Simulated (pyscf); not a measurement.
Thermochemistry of product channels of HS–GaH₂ (SMILES [SH][GaH2]) on the singlet surface, in eV, from ωB97M-D3(BJ)/def2-TZVP energies (ideal gas, 1 atm, RRHO with modes under 100 cm⁻¹ raised to 100, one conformer, R ln 2 for rigid chiral ones). Structures and frequencies: ωB97X-D3(BJ)/def2-SVP in PySCF.

| products | ΔE | ΔH(298 K) | ΔG(900 K) | ΔG(1200 K) |
|---|---|---|---|---|
| HS–Ga (SMILES [SH][Ga]) [singlet] + H₂ (SMILES [H][H]) | +0.43 | +0.37 | -0.75 | -1.12 |
| H₂S (SMILES S) + GaH (SMILES [GaH]) [singlet] | +1.66 | +1.61 | +0.43 | +0.07 |

These are energies of the channels, which say nothing of barriers. Elements up to Kr have no core potential and no relativistic terms here.
